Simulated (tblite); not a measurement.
Species: C₂H₄P (charge -1).
Structure used (GFN2-xTB), in Å, numbered top down from 1:
```
atom  x, y, z in Å
C1    -0.8411    0.3533   -0.1166
C2     0.0489   -0.6146    0.1522
P3     1.7393   -0.4880    0.6171
H4    -0.5787    1.3989   -0.0675
H5    -1.8622    0.1220   -0.3947
H6    -0.2767   -1.6528    0.0857
H7     1.7739    0.8861    0.5963
```

Computed with GFN2-xTB (tblite): harmonic, unscaled wavenumbers at the GFN2-xTB geometry, gas phase. This tight-binding method is rough: wavenumbers can miss measured ones by several per cent, in bad cases by 10 to 20. Modes of hydrogen on phosphorus can be 10 to 20 % off. One conformer, not necessarily the lowest.

Harmonic wavenumbers (cm⁻¹): 357.9, 396.8, 543.9, 683.4, 767.4, 867.5, 970.0, 1052.3, 1280.1, 1401.9, 1583.0, 2298.6, 2943.1, 3001.3, 3067.0.

A = 51495, B = 5780, C = 5197 MHz; mass 59.005 u (most abundant isotopes); point group Cs, symmetry number 1.

Task: Zero-point energy?

Result: ½Σν̃ = 10607 cm⁻¹ = 126.89 kJ/mol.

Task: Entropy at 298.15 K, 1 bar (ideal gas, RRHO, classical rotation)?

Result: Translation 159.71, rotation 95.63, vibration 15.15: S = 270.5 J/(mol K).

Task: And Cp and H(298.15 K) − H(0)?

Result: Cp = 64.05 J/(mol K), of which vibrations give 30.80 (their classical limit is 15 R = 124.7); H(298.15 K) − H(0) = 13.12 kJ/mol without the zero-point energy, 3.21 from vibrations.

Task: Which modes carry the vibrational entropy at 298.15 K?

Result: 357.9 cm⁻¹: 4.73; 396.8 cm⁻¹: 4.08; 543.9 cm⁻¹: 2.33; 683.4 cm⁻¹: 1.37; 767.4 cm⁻¹: 0.99; 867.5 cm⁻¹: 0.66 J/(mol K); the other 9 give 0.99 together.

Task: What must be added to the electronic energy to get the Gibbs energy at 298.15 K and 1 bar?

Result: ZPE + [H(298.15 K) − H(0)] − T·S = 126.89 + 13.12 − 80.65 = 59.36 kJ/mol.

Other conformers, if any are populated, would add a mixing term that is left out.
